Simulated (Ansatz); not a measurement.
Anatase TiO₂ (metastable phase) was calculated with r²SCAN-D4 (plane waves, PAW; Ansatz, an electronic-structure program).

Settings: plane-wave cutoff 560 eV, 12×12×12 k mesh, Fermi–Dirac smearing 0.01 eV, no spin polarisation, scalar-relativistic PAW data made under PBE.

Computed points:

```csv
V (Å³/atom),E − E_lowest (meV/atom)
10.869,11.29
11.096,2.76
11.322,0.00
11.549,2.63
11.775,10.29
```

Question: Estimate the bulk modulus and its pressure derivative from these points.

Answer: V0 = 11.322 Å³/atom, B0 = 191 GPa, B′ = 2.5 (fit to the energies at full precision).

Shape and atoms are relaxed at each volume.

Note: the bulk modulus comes from volumes at which shape and atoms were relaxed.

Static lattice: no zero-point or thermal effects.
